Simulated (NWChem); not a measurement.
Species: oxygen (O2, triplet); SMILES O=O

All runs: NWChem. Spin-unrestricted. No stability test was run on the SCF state. Each level has its own optimisation; frequencies are unscaled.

| level | basis functions | r O–O (Å) | highest harmonic frequency (cm⁻¹) | zero-point energy (kcal/mol) | relative time |
|---|---|---|---|---|---|
| PBE0/cc-pVDZ | 28 | 1.196 | 1725 | 2.5 | 1 |
| PBE0/aug-cc-pVDZ | 46 | 1.196 | 1723 | 2.5 | 2 |
| PBE0/cc-pVTZ | 60 | 1.194 | 1708 | 2.4 | 4 |
| PBE0/aug-cc-pVTZ | 92 | 1.194 | 1705 | 2.4 | 10 |

The last column is a rough cost ratio, cheapest run = 1.
